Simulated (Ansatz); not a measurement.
A structure relaxed at PBE0-D4/def2-TZVP, charge 0, multiplicity 1:

Cartesian coordinates in Å:
```
S 0.6724 1.8429 2.0601
C 0.2533 0.7227 0.7711
C -0.0664 1.2587 -0.4741
C -0.4044 0.4220 -1.5242
C -0.4283 -0.9538 -1.3495
C -0.1097 -1.4863 -0.1095
C 0.2294 -0.6575 0.9476
H 0.8958 0.9185 3.0054
H -0.0498 2.3332 -0.6196
H -0.6510 0.8525 -2.4880
H -0.6930 -1.6058 -2.1732
H -0.1242 -2.5597 0.0418
H 0.4759 -1.0874 1.9119
```

(1) Give its formula and SMILES.

(2) Point group (tolerance 0.08 Å, 0.16 Å for H)?

(3) Summarise the bond lengths by kind.

Results:

(1) C6H6S, `Sc1ccccc1`.

(2) Cs.

(3) 1 × C–S 1.758 Å; 1 × H–S 1.341 Å; 6 × C–C 1.385 to 1.393 Å; 5 × C–H 1.083 to 1.084 Å.

Program: Ansatz 0.2.0.
